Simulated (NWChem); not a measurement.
# C3H7F (SMILES CC(C)F): levels of theory compared

Wanted: a comparison of 3 runs (B2PLYP/cc-pVDZ, CAM-B3LYP/cc-pVDZ, wB97X/cc-pVDZ) of C3H7F. 

The results are computed with NWChem 7.3.0.

## Step 1: The molecule

C3H7F has 11 atoms, charge 0, and is taken as a singlet. As SMILES, `CC(C)F`. One bond was lengthened or shortened from a relaxed shape.

Bond lengths: C1–C2 1.508 Å, C2–C3 1.508 Å, C2–F4 1.396 Å, C1–H5 1.091 Å, C1–H6 1.092 Å, C1–H7 1.256 Å, C2–H8 1.096 Å, C3–H9 1.092 Å, C3–H10 1.091 Å, C3–H11 1.092 Å. Some angles: C1–C2–C3 113.9°, C1–C2–F4 108.3°, C3–C2–F4 108.3°, C1–C2–H8 110.1°, C3–C2–H8 110.1°, F4–C2–H8 105.9°, C2–C1–H5 110.6°, C2–C1–H6 110.3°, C2–C1–H7 110.4°, C2–C3–H9 110.4°.

## Step 2: A single-point energy at B2PLYP/cc-pVDZ (run 1)

The input, job.nw:

```
start job
title "C3H7F"
memory stack 880 mb heap 220 mb global 1100 mb
geometry units angstroms noautosym nocenter noautoz
  C       -0.375854       1.045280      -0.620036
  C       -0.620954      -0.306420       0.001664
  C        0.485046      -0.766020       0.917664
  F       -0.755454      -1.242220      -1.025436
  H       -1.183254       1.303580      -1.307036
  H       -0.321954       1.814280       0.153964
  H        0.707700       1.043900      -1.256000
  H       -1.577954      -0.307020       0.536664
  H        1.437146      -0.788520       0.382364
  H        0.275946      -1.766520       1.299564
  H        0.581446      -0.085420       1.766764
end
basis spherical bse
  * library cc-pVDZ
end
dft
  xc hfexch 0.53 becke88 0.47 lyp 0.73 mp2 0.27
  dftmp2 semidirect
  grid fine
  convergence energy 1e-08
  iterations 100
  mulliken
  print low
end
mp2
  freeze core 4
end
task dft
```

Command:

```sh
$ nwchem job.nw > job.out
```

Log:

```text
[...]
 d= 0,ls=0.0,diis     1   -217.8951466225 -3.50D+02  7.24D-03  4.34D-01     3.5
[...]
 d= 0,ls=0.0,diis     8   -217.9515192135 -1.65D-09  4.17D-07  3.31D-09    24.6
         Total DFT energy =     -217.951519213506
      One electron energy =     -560.192835623212
           Coulomb energy =      238.728224450917
    Exchange-Corr. energy =      -28.946133412884
 Nuclear repulsion energy =      132.459225371674
[...]
      Total Density - Mulliken Population Analysis
     ---------------------------------------------
    Atom       Charge   Shell Charges
 -----------   ------   -------------------------------------------------------
    1 C    6     6.06   2.01  0.66  0.41  2.05  0.88  0.05
    2 C    6     5.83   2.01  0.69  0.40  1.98  0.61  0.15
    3 C    6     6.01   2.01  0.66  0.35  2.10  0.84  0.05
    4 F    9     9.30   2.00  0.89  1.02  3.33  2.05  0.01
    5 H    1     0.96   0.75  0.18  0.03
    6 H    1     0.97   0.75  0.19  0.03
    7 H    1     0.95   0.68  0.25  0.02
    8 H    1     0.99   0.78  0.19  0.03
    9 H    1     0.97   0.75  0.19  0.03
   10 H    1     0.97   0.75  0.19  0.03
[...]
  Basis functions       =     91
[...]
```

Run time: 30 s. Hardware: 1 thread of Intel Xeon Platinum 8488C (Sapphire Rapids), shared host; peak memory 0.26 GiB.

## Step 3: A single-point energy at CAM-B3LYP/cc-pVDZ (run 2)

The input, run.py:

```python
from ase import Atoms
from ase.calculators.nwchem import NWChem

system = Atoms(['C', 'C', 'C', 'F', 'H', 'H', 'H', 'H', 'H', 'H', 'H'], positions=[
    [-0.375854, 1.045280, -0.620036],
    [-0.620954, -0.306420, 0.001664],
    [0.485046, -0.766020, 0.917664],
    [-0.755454, -1.242220, -1.025436],
    [-1.183254, 1.303580, -1.307036],
    [-0.321954, 1.814280, 0.153964],
    [0.707700, 1.043900, -1.256000],
    [-1.577954, -0.307020, 0.536664],
    [1.437146, -0.788520, 0.382364],
    [0.275946, -1.766520, 1.299564],
    [0.581446, -0.085420, 1.766764],
])

calc = NWChem(
    label='c3h7f',
    theory='dft',
    memory='2200 mb',
    basis='cc-pVDZ',
    basispar='spherical bse',
    dft={'xc': 'xcamb88 1.00 lyp 0.81 vwn_5 0.19 hfexch 1.00', 'cam': '0.33 cam_alpha 0.19 cam_beta 0.46', 'mult': '1', 'grid': 'fine', 'convergence': 'energy 1e-08', 'direct': None, 'iterations': '100', 'mulliken': None},
    task='energy',
)
system.calc = calc

print(f"energy = {system.get_potential_energy():.6f} eV")
print("dipole (e A):", system.get_dipole_moment().round(4))
```

Command:

```sh
$ export ASE_NWCHEM_COMMAND="nwchem PREFIX.nwi > PREFIX.nwo"
$ python run.py
```

Log:

```text
energy = -5939.524810 eV
dipole (e A): [0.0373 0.246  0.2766]
```

The calculator wrote c3h7f.nwi:

```
title "c3h7f"

permanent_dir c3h7f

scratch_dir c3h7f

start c3h7f

geometry units angstrom nocenter noautosym noautoz
  C  -3.7585400000000002e-01 1.0452800000000000e+00 -6.2003600000000003e-01
  C  -6.2095400000000001e-01 -3.0642000000000003e-01 1.6639999999999999e-03
  C  4.8504599999999998e-01 -7.6602000000000003e-01 9.1766400000000004e-01
  F  -7.5545399999999996e-01 -1.2422200000000001e+00 -1.0254360000000000e+00
  H  -1.1832540000000000e+00 1.3035800000000000e+00 -1.3070360000000001e+00
  H  -3.2195400000000002e-01 1.8142799999999999e+00 1.5396399999999999e-01
  H  7.0770000000000000e-01 1.0439000000000001e+00 -1.2560000000000000e+00
  H  -1.5779540000000001e+00 -3.0702000000000002e-01 5.3666400000000003e-01
  H  1.4371460000000000e+00 -7.8852000000000000e-01 3.8236399999999998e-01
  H  2.7594600000000002e-01 -1.7665200000000001e+00 1.2995639999999999e+00
  H  5.8144600000000002e-01 -8.5419999999999996e-02 1.7667640000000000e+00
end

memory 2200 mb

basis spherical bse noprint
   * library cc-pVDZ
end

dft
  xc xcamb88 1.00 lyp 0.81 vwn_5 0.19 hfexch 1.00
  cam 0.33 cam_alpha 0.19 cam_beta 0.46
  mult 1
  grid fine
  convergence energy 1e-08
  direct
  iterations 100
  mulliken
end

task dft energy
```

c3h7f.nwo, shortened:

```text
[...]
      One electron energy =     -560.285996437443
[... 1 line left out ...]
    Exchange-Corr. energy =      -29.246774763287
[... 6 lines left out ...]
                       DFT Final Molecular Orbital Analysis
[... 653 lines left out ...]
     -------------------------------------------
[...]
```

It took 63 s on 1 thread of Intel Xeon Platinum 8488C (Sapphire Rapids), shared host; peak memory 0.12 GiB.

## Step 4: The energy at wB97X/cc-pVDZ (run 3)

The input, input.nw:

```
start input
memory total 2200 mb
charge 0
geometry units angstrom noautosym nocenter noautoz
 C    -0.375854    1.045280   -0.620036
 C    -0.620954   -0.306420    0.001664
 C     0.485046   -0.766020    0.917664
 F    -0.755454   -1.242220   -1.025436
 H    -1.183254    1.303580   -1.307036
 H    -0.321954    1.814280    0.153964
 H     0.707700    1.043900   -1.256000
 H    -1.577954   -0.307020    0.536664
 H     1.437146   -0.788520    0.382364
 H     0.275946   -1.766520    1.299564
 H     0.581446   -0.085420    1.766764
end
basis spherical bse
 * library cc-pVDZ
end
dft
 xc wb97x
 grid fine
 convergence energy 1e-08
 iterations 100
 mulliken
end
task dft energy
```

Command:

```sh
$ nwchem input.nw > input.out
```

Log:

```text
[...]
          Wavefunction type:  closed shell.
          No. of atoms     :    11
          No. of electrons :    34
[...]
          Charge           :     0
          Spin multiplicity:     1
[...]
          AO basis - number of functions:    91
[...]
              XC Information
              --------------
                       wb97x  Method XC Functional
                     Hartree-Fock (Exact) Exchange  1.000
                         wb97x Exchange Functional  1.000
                      wb97x Correlation Functional  1.000
[...]
 d= 0,ls=0.0,diis     1   -218.2626995813 -3.51D+02  7.72D-03  5.01D-01     8.7
[...]
 d= 0,ls=0.0,diis     8   -218.3216843759 -5.31D-09  1.07D-06  2.69D-09    67.7
         Total DFT energy =     -218.321684375935
      One electron energy =     -560.248083136467
           Coulomb energy =      238.760703006973
    Exchange-Corr. energy =      -29.293529618115
 Nuclear repulsion energy =      132.459225371674
[...]
      Total Density - Mulliken Population Analysis
     ---------------------------------------------
    Atom       Charge   Shell Charges
 -----------   ------   -------------------------------------------------------
    1 C    6     6.08   2.01  0.65  0.41  2.07  0.89  0.04
    2 C    6     5.89   2.01  0.68  0.41  2.01  0.64  0.14
    3 C    6     6.03   2.01  0.65  0.35  2.13  0.84  0.04
    4 F    9     9.25   2.01  0.89  1.00  3.33  2.02  0.01
    5 H    1     0.95   0.74  0.18  0.03
    6 H    1     0.97   0.74  0.19  0.03
    7 H    1     0.95   0.67  0.25  0.02
    8 H    1     0.99   0.77  0.19  0.03
    9 H    1     0.96   0.74  0.19  0.03
   10 H    1     0.96   0.74  0.18  0.03
[...]
```

Wall time 68 s (1 thread of Intel Xeon Platinum 8488C (Sapphire Rapids), shared host); peak memory 0.12 GiB.

## Step 5: All runs side by side

| run | level | frozen core orbitals | energy (Eh) | wall time |
| --- | --- | --- | --- | --- |
| 1 | B2PLYP/cc-pVDZ | 4 | -218.153887 | 30 s |
| 2 | CAM-B3LYP/cc-pVDZ | – | -218.273513 | 63 s |
| 3 | wB97X/cc-pVDZ | – | -218.321684 | 68 s |

## Step 6: What came out

| quantity | value |
| --- | --- |
| run 3: total energy | -218.32168 Eh |
| run 3: dipole moment | 1.80 D |
| run 3: HOMO energy | -11.41 eV |
| run 3: LUMO energy | 3.99 eV |
| run 3: HOMO–LUMO gap | 15.39 eV |

Totals of different functionals can't be ranked against each other. All runs together took 2.7 min, the longest 68 s.
